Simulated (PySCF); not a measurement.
From results back to the method.

Compound: C5H8O.
Numbering: `[CH3:1][O:2][C@@H:3]1[C@@H:4]2[CH2:5][C@H:6]12` (hydrogens: H7, H8, H9 on C1; H10 on C3; H11 on C4; H12, H13 on C5; H14 on C6)

Structure used (PBE0-D3(BJ)/def2-SVP), in Å, numbered top down from 1:
```xyz
14
C5H8O angstrom
C     -1.939    0.807   -0.687
O     -0.820    0.021   -0.971
C     -0.427   -0.760    0.104
C      0.313   -0.179    1.261
C      1.515    0.304    0.515
C      1.000   -1.079    0.289
H     -1.751    1.496    0.158
H     -2.826    0.192   -0.435
H     -2.171    1.398   -1.584
H     -1.147   -1.559    0.350
H      0.156   -0.292    2.333
H      2.445    0.393    1.088
H      1.388    1.051   -0.277
H      1.492   -2.039    0.438
```

The closed-shell ground state was solved 7 times with PySCF (density fitting, gas phase), always in the def2-SVPD basis (187 functions), with these functionals: B3LYP, BHandHLYP, CAM-B3LYP, HF, LDA, PBE0 and wB97X-D.

| row | total energy (Eh) | HOMO (eV) | LUMO (eV) | dipole (D) |
| --- | --- | --- | --- | --- |
| P | -267.9509 | -6.04 | 0.15 | 1.56 |
| Q | -270.1501 | -8.72 | 1.48 | 1.65 |
| R | -270.2013 | -9.20 | 2.48 | 1.61 |
| S | -270.1210 | -8.52 | 1.33 | 1.67 |
| T | -269.9811 | -7.33 | 0.88 | 1.59 |
| U | -270.2918 | -7.10 | 0.58 | 1.58 |
| V | -268.5683 | -10.20 | 2.75 | 1.73 |

Which functional belongs to which row?

P = LDA, Q = CAM-B3LYP, R = wB97X-D, S = BHandHLYP, T = PBE0, U = B3LYP, V = HF. By rising HOMO–LUMO gap: LDA (LDA) 6.19 eV; B3LYP (global hybrid, 20 % exact exchange) 7.68 eV; PBE0 (global hybrid, 25 % exact exchange) 8.21 eV; BHandHLYP (global hybrid, 50 % exact exchange) 9.85 eV; CAM-B3LYP (range-separated hybrid) 10.20 eV; wB97X-D (range-separated hybrid) 11.68 eV; HF (all exact exchange) 12.95 eV. Total energies of different functionals aren't bounds to one another; each is stationary for its own functional.

One conformer stands for the species.

The pairwise dispersion term of wB97X-D wasn't added to the energies; at a given geometry it leaves orbitals and properties as they are.
